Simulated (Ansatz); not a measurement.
Q: Name a neutral molecule of C, F, S and H with zero-point energy (PBE0-D4/def2-TZVP) between 205 and 221 kJ/mol and LUMO energy (B3LYP/def2-TZVPP) between -0.50 and -0.20 eV (Ansatz, PBE0-D4/def2-TZVP geometry).

A: `F/C=C1\CCS1` (214.2 kJ/mol, -0.40 eV). Other molecules can fit too; these were computed, each in one conformer that needn't be the lowest.

B3LYP here is the variant with VWN-RPA as its local correlation; programs differ in this.
